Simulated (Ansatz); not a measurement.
Process, species as SMILES: FOF → 2 F atom + O atom
B3LYP-D3(BJ)/def2-TZVP geometries, fixed; electronic energies without zero-point terms.

Basis-set convergence of the atomisation energy at PBE with Ansatz (a first-principles code). All functions are spherical. The program fits the integrals of some runs and decomposes those of others, by size. Open shells are unrestricted. No added dispersion term, no relativity. Functions are those of the species that has most. Reference: the value in aug-pcseg-3, 123.92 kcal/mol, itself unsure by roughly 0.23 kcal/mol (its mean distance from aug-cc-pVQZ, cc-pV5Z, def2-QZVPPD). Deviations are taken from unrounded values.

```
basis        functions  atomisation energy (kcal/mol)  minus reference (kcal/mol)
-----------  ---------  -----------------------------  --------------------------
pcseg-0             27                         107.47                      -16.45
pcseg-1             42                         119.32                       -4.60
aug-pcseg-1         69                         120.88                       -3.04
pcseg-2             90                         123.58                       -0.35
aug-pcseg-2        138                         123.98                        0.06
pcseg-3            180                         123.72                       -0.20
aug-pcseg-3        255                         123.92                        0.00
```

The smallest set listed that lies within 2 kcal/mol of the reference with all its larger relatives (same family, alike in diffuse functions; a set with none counts only in the reference's own line) is pcseg-2 (90 functions, -0.35 kcal/mol off).
